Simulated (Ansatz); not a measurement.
Molecule (SMILES): [S+]#[C-] (C-S).
Atoms: C1, S2. Bonds: C1-S2.

Basis-set convergence of the optimised C1-S2 bond length at PBE0 with Ansatz (an electronic-structure program). All functions are spherical. The program fits the integrals of some runs and decomposes those of others, by size. No added dispersion term, no relativity. Reference: the value in pcseg-4, 1.5280 Å, itself unsure by roughly 0.0002 Å (its mean distance from aug-pcseg-3, aug-cc-pV(Q+d)Z, cc-pV(5+d)Z). Deviations are taken from unrounded values.

```tsv
basis	functions
cc-pV(D+d)Z	37
aug-cc-pV(D+d)Z	55
cc-pV(T+d)Z	69
jun-cc-pV(T+d)Z	87
aug-cc-pV(T+d)Z	101
cc-pV(Q+d)Z	119
aug-cc-pV(Q+d)Z	169
cc-pV(5+d)Z	191
```

Problem. Which is the smallest correlation-consistent set listed that can be trusted to 0.003 Å here, that is, within that of the reference together with its larger relatives (same family, alike in diffuse functions; a set with none to test it counts only in the reference's own line)?

Solution. The smallest set listed that lies within 0.003 Å of the reference with all its larger relatives (same family, alike in diffuse functions; a set with none counts only in the reference's own line) is cc-pV(T+d)Z (69 functions, 0.0024 Å off). Value minus reference: cc-pV(D+d)Z 0.0125, aug-cc-pV(D+d)Z 0.0112, cc-pV(T+d)Z 0.0024, jun-cc-pV(T+d)Z 0.0016, aug-cc-pV(T+d)Z 0.0014, cc-pV(Q+d)Z 0.0007, aug-cc-pV(Q+d)Z 0.0002, cc-pV(5+d)Z 0.0002 Å.
